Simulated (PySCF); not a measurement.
**Orbital picture of SiCl**

PBE at R = 2.091 Å; Si 6-311G(d,p), Cl 6-311G(d,p); no relativity (PySCF 2.14). State: ²Π (doublet), unpaired electrons π ↑. Only the outer orbitals are listed, counted within each symmetry.

| spin | orbital | occ. | ε (eV) | on Si (%) | main shells (%) |
| --- | --- | --- | --- | --- | --- |
| α | 7σ | 1 | -20.95 | 7 | 92 Cl s |
| α | 8σ | 1 | -12.34 | 57 | 55 Si s, 36 Cl p |
| α | 3π | 1 | -8.76 | 9 | 90 Cl p, 9 Si p |
| α | 3π | 1 | -8.67 | 10 | 90 Cl p, 10 Si p |
| α | 9σ | 1 | -8.26 | 62 | 41 Si s, 38 Cl p, 21 Si p |
| α | 4π | 1 | -4.26 | 91 | 91 Si p, 9 Cl p |
| α | 4π | 0 | -4.08 | 92 | 92 Si p |
| α | 10σ | 0 | -1.07 | 93 | 87 Si p, 12 Cl p |
| α | 5π | 0 | 3.56 | 101 | 101 Si p |
| β | 7σ | 1 | -20.88 | 6 | 92 Cl s |
| β | 8σ | 1 | -11.93 | 50 | 46 Si s, 43 Cl p |
| β | 3π | 1 | -8.72 | 8 | 92 Cl p |
| β | 3π | 1 | -8.43 | 6 | 94 Cl p |
| β | 9σ | 1 | -7.85 | 69 | 48 Si s, 31 Cl p, 20 Si p |
| β | 4π | 0 | -3.72 | 93 | 93 Si p |
| β | 4π | 0 | -2.81 | 95 | 95 Si p |
| β | 10σ | 0 | -0.74 | 94 | 87 Si p, 11 Cl p |

**Question.** Which are the highest filled and the lowest empty level, where do they sit, and how wide is the gap?

**Answer.** Highest filled α 4π at -4.26 eV (in %: 91 Si p, 9 Cl p); lowest empty α 4π at -4.08 eV (in %: 92 Si p); the gap at PBE is 0.18 eV. Both belong to one degenerate shell, split only by its one-sided filling, so this is no excitation gap.

The bond order (Mayer) is 1.04. The ⟨S²⟩ is 0.753 and the charge on Si (Mulliken, basis-dependent) is 0.25. The charge on Si (Löwdin, basis-dependent) is 0.12 and the dipole moment (positive dipole means Si(−)Cl(+)) is -1.11 D. The polarisability along the bond is 51.9 bohr³ and the polarisability across the bond is 24.0 bohr³.

Shares are Mulliken populations and can fall outside 0 to 100 %.

The state is the lowest determinant that a PBE0 search found; another state may lie lower at other levels.
